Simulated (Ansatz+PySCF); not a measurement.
The numbers below are computed, except where a source is named.
## PySCF 2.14.0 run

```python
from pyscf import gto, scf, cc

mol = gto.M(atom="""
B 0.000000 0.000000 0.000000
N 0.000000 0.000000 1.810000
""", basis='6-31g', charge=0, spin=0)
mf = scf.UHF(mol)
mf.kernel()
mycc = cc.CCSD(mf, frozen=2).run()
et = mycc.ccsd_t()
print(mf.e_tot, mycc.e_corr, et, mycc.e_tot + et)
```

The script is written out from the run's settings.

The run gave:

```yaml
Converged: yes
Reference_energy: -78.75048 hartree
CCSD_correlation_energy: -0.22641 hartree
Triples_correction: -0.02822 hartree
Total_energy: -79.00511 hartree
Spin_squared_of_the_determinant: 0.000
```

This is not the lowest solution: another run reaches a determinant 3.53 eV lower. Caution: large amplitudes, a single reference is doubtful.
